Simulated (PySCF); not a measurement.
Compound: C3H4N2.
Geometry (PBE0-D3(BJ)/def2-SVP, Å), atoms numbered from 1 in this order:
```xyz
9
C3H4N2 angstrom
C     -1.2641   -0.1097    0.0404
N     -0.3189    0.9263    0.3301
C      0.9269    0.7260    0.2164
C      1.5438   -0.5191   -0.2012
N      2.0542   -1.5058   -0.5319
H     -1.9503    0.2537   -0.7413
H     -1.8861   -0.2740    0.9348
H     -0.8244   -1.0722   -0.2796
H      1.6274    1.5416    0.4450
```

Lines to be assigned: C 1s: 292.17 (area 1), 292.73 (area 1), 293.27 (area 1) eV; N 1s: 405.62 (area 1), 405.80 (area 1) eV.

Method: delta-SCF UKS SCAN, pcX-2 on the ionised atom, pcseg-1 elsewhere, spin-free X2C (PySCF). Geometry: PBE0-D3(BJ)/def2-SVP; no solvent, vibrations or thermal averaging.

Order the carbon atoms by C 1s binding energy.

292.17 eV: C1 (N-methyl carbon); 292.73 eV: C4 (nitrile carbon); 293.27 eV: C3 (imine carbon). The listed C 1s values span 1.10 eV, from C1 (bonded to N and 3 H) to C3 (bonded to N (double bond), C and H). Summing the Pauling electronegativity differences to the bonded atoms, each weighted by its formal bond order, gives -0.56 for the lowest site and +0.63 for the highest; the largest sum, +1.47, belongs to C4, 0.54 eV below the top.

Assign the N 1s lines to atoms.

405.62 eV: N5 (nitrile nitrogen); 405.80 eV: N2 (imine nitrogen). The 2 N 1s values lie within 0.18 eV of each other; Gaussian lines of 0.5 eV full width would blend them into one maximum.

Bonded neighbours of each site: C1: N and 3 H; N2: C (double bond) and C; C3: N (double bond), C and H; C4: N (triple bond) and C; N5: C (triple bond).

Give the binding energy of C 1s of C1 in hartree and in kJ/mol.

292.17 eV = 10.7370 Eh = 28190 kJ/mol.

Hardware: one thread, Arm Neoverse V1, shared host. Cost: 27 s.
